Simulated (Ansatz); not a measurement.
## Structure relaxation of Sr3Ni

Level of theory: Ansatz 0.2.0, DFT PBE, scalar-relativistic, plane waves, PAW. Cutoff 420 eV, Γ-centred k mesh, Gaussian smearing, no spin polarisation in the final step.

The start puts Sr3Ni on the Cu3Au (L1_2) structure type (Pm-3m, No. 221), with Ni in place of Au, Sr in place of Cu, at a guessed volume.

```yaml
crystal:
  lattice:
    - [4.71846, 0.00000, 0.00000]
    - [0.00000, 4.71846, 0.00000]
    - [0.00000, 0.00000, 4.71846]
  atoms:
    - { symbol: Sr, position: [0.00000, 0.50000, 0.50000] }
    - { symbol: Sr, position: [0.50000, 0.00000, 0.50000] }
    - { symbol: Sr, position: [0.50000, 0.50000, 0.00000] }
    - { symbol: Ni, position: [0.00000, 0.00000, 0.00000] }
```

Cell and atoms relax at zero pressure; the relaxation can't lower the symmetry of the start. After a coarse first stage the cell is made exact in the group found at 0.06 Å.

The zero of energy is the elements' standard structures at the same level; no fitted shifts are applied.

**Question.** Which crystal results?

**Answer.** It keeps Pm-3m (No. 221). The result has the Cu3Au (L1_2) structure. Conventional cell: a = 5.269 Å. Around Sr lie 4 Ni at 3.73 Å and 8 Sr at 3.73 Å; Ni is coordinated by 12 Sr at 3.73 Å.

```
Sr Ni
1.0
     5.26930    0.00000    0.00000
     0.00000    5.26930    0.00000
     0.00000    0.00000    5.26930
Sr Ni
3 1
Direct
  0.00000 0.50000 0.50000
  0.50000 0.00000 0.50000
  0.50000 0.50000 0.00000
  0.00000 0.00000 0.00000
```

**Question.** What are its volume, energy, density and gap?

**Answer.** The volume per atom is 36.58 Å³ and the density is 3.65 g/cm³. The energy over the elements is 0.37 eV/atom and the gap on the 10×10×10 mesh is 0 eV (a metal).

The final run used a 10×10×10 mesh on its 4-atom cell and 0.10 eV smearing. The k mesh leaves about 4 meV/atom of noise in metals. A structure relaxed within its symmetry needn't be a true minimum. The steps took about 50 core-seconds in all.

Cost: 3 runs of about 0.8 core-minutes in all, on Arm Neoverse V2 (shared hosts).